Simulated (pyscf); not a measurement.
Thermochemistry of product channels of Cl–Ti(Cl)(Cl)–Cl (SMILES [Cl][Ti]([Cl])([Cl])[Cl]) + HF (SMILES F) on the singlet surface, in kJ/mol, from ωB97M-D3(BJ)/def2-TZVP energies (ideal gas, 1 atm, RRHO with modes under 100 cm⁻¹ raised to 100, one conformer, R ln 2 for chiral ones without a mode under 150 cm⁻¹). Single points on ωB97X-D3(BJ)/def2-SVP structures (PySCF, gas phase).

| products | ΔE | ΔH(298 K) | ΔG(298 K) | ΔG(1200 K) |
|---|---|---|---|---|
| HCl (SMILES Cl) + F–Ti(Cl)(Cl)–Cl (SMILES [F][Ti]([Cl])([Cl])[Cl]) | -26.5 | -31.3 | -35.2 | -45.7 |
| F–Cl (SMILES FCl) + Cl–TiH(Cl)–Cl (SMILES [Cl][TiH]([Cl])[Cl]) | +452.7 | +442.9 | +434.1 | +410.0 |

These are energies of the channels, which say nothing of barriers.
